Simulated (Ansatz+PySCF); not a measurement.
Values are calculated unless marked as measured or tabulated.
This PySCF input gave a total energy of -154.72910 hartree.

```python
from pyscf import gto, scf

mol = gto.M(atom="""
C 0.000000 0.000000 0.000000
C 1.527470 0.000000 0.000000
C -0.763730 1.322830 0.000000
C -0.763730 -1.322830 0.000000
H 2.134670 -1.011160 0.000000
H 2.134670 1.011160 0.000000
H -1.943020 1.343100 0.000000
H -0.191640 2.354260 0.000000
H -1.943020 -1.343100 0.000000
H -0.191640 -2.354260 0.000000
""", basis='def2-svp', charge=0, spin=2)
mf = scf.UHF(mol)
mf.init_guess = 'minao'
mf.kernel()
while True:  # follow internal instabilities
    mo, _, stable, _ = mf.stability(return_status=True)
    if stable: break
    mf.kernel(mf.make_rdm1(mo, mf.mo_occ))
print(mf.converged, mf.e_tot, mf.spin_square()[0])
```

(1) Write an input for Ansatz with the same method and basis set.

Answers

(1)

```yaml
crystal:
  periodic: [false, false, false]
  atoms:
    - { symbol: C, position_ang: [0.0, 0.0, 0.0] }
    - { symbol: C, position_ang: [1.52747, 0.0, 0.0] }
    - { symbol: C, position_ang: [-0.76373, 1.32283, 0.0] }
    - { symbol: C, position_ang: [-0.76373, -1.32283, 0.0] }
    - { symbol: H, position_ang: [2.13467, -1.01116, 0.0] }
    - { symbol: H, position_ang: [2.13467, 1.01116, 0.0] }
    - { symbol: H, position_ang: [-1.94302, 1.3431, 0.0] }
    - { symbol: H, position_ang: [-0.19164, 2.35426, 0.0] }
    - { symbol: H, position_ang: [-1.94302, -1.3431, 0.0] }
    - { symbol: H, position_ang: [-0.19164, -2.35426, 0.0] }
basis:
  gaussian: { orbitals: def2-SVP }
magnetization:
  spin_polarized: true
  initial_magnetization: 2
hamiltonian:
  xc: hf
```

Ansatz (development build ahead of 0.2.0) gave -154.72910 hartree, 0.03 meV from the first. Caution: the unrestricted determinant is spin contaminated.
